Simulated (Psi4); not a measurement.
Psi4 input (wB97X-D/6-311+G**):

```
memory 1500 MB

molecule {
1 1
O    -1.05297413   -0.43952894   -0.11430900
C    -0.11857439    0.41430461   -0.04480592
O     1.11882114    0.20945632    0.13919073
H    -0.82585003   -1.38653763   -0.01792145
H    -0.41632733    1.45466772   -0.15731837
H     1.42684761   -0.71337678    0.24502150
symmetry c1
no_reorient
no_com
}

set {
  basis 6-311+G**
  reference rks
  scf_type pk
  dft_radial_points 99
  dft_spherical_points 590
  e_convergence 1e-8
  d_convergence 1e-7
  maxiter 150
}

e = energy('wb97x-d')
print_out(f'\nFINAL {e:.10f} DIPOLE {variable("CURRENT DIPOLE")[0]:.6f} {variable("CURRENT DIPOLE")[1]:.6f} {variable("CURRENT DIPOLE")[2]:.6f}\n')
```

Task: What final total energy does it give?

Result: -190.05003 Eh.
